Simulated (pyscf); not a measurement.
Routes from H₃C–CH₃ (SMILES CC) + SiH₃• (SMILES [SiH3])

Candidate steps break at most two bonds and form at most two. Each was searched with GFN2-xTB (tblite) first. Structures and frequencies: ωB97X-D3(BJ)/def2-SVP in PySCF. Energies: ωB97M-D3(BJ)/def2-TZVP, eV, from the separated reactants, doublet surface; ΔG‡ with ideal gas, 1 atm, RRHO with modes under 100 cm⁻¹ raised to 100, one conformer, R ln 2 for chiral ones without a mode under 150 cm⁻¹.

```tsv
products	type	ΔE‡	ΔE	ΔG‡ 298 K	ΔG‡ 900 K	ν‡ (cm⁻¹)
•H₂C–CH₃ + SiH₄	hydrogen abstraction	0.87	+0.49	1.05	1.66	1125i
H₃C–CH₂–SiH₃ + H•	substitution at C	2.13	+0.82	2.37	3.09	1498i
```

Plain bond fissions and candidates not yet searched are not listed, and one of them may be faster. Each barrier is that of the saddle found; lower ones may exist.
